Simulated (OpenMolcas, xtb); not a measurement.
# A ladder of methods for AlHClF (SMILES [F][AlH][Cl])

AlHClF has 4 atoms, charge 0, and is taken as a singlet. SMILES: `[F][AlH][Cl]`. The shape comes from GFN2-xTB, which is rough for such elements, and wasn't checked as a minimum.

Each level gives the HOMO–LUMO gap (eV). The values are calculated.

```
        level            kind     program  value (eV)
     GFN2-xTB  semi-empirical         xtb        5.13
     GFN0-xTB  semi-empirical         xtb        5.62
    HF/STO-3G    Hartree–Fock  OpenMolcas       18.26
 SVWN5/STO-3G             LDA  OpenMolcas        6.45
   PBE/STO-3G             GGA  OpenMolcas        6.59
r2SCAN/STO-3G        meta-GGA  OpenMolcas        7.36
  PBE0/STO-3G   global hybrid  OpenMolcas        9.62
B2PLYP/STO-3G   double hybrid  OpenMolcas       13.00
```

The values span 5.13 to 18.26 eV. All rows use very small basis sets, so even the best lies far from the true value. Orbital gaps aren't excitation energies, and those of double hybrids come from the SCF part alone; they tend to grow with the share of exact exchange.
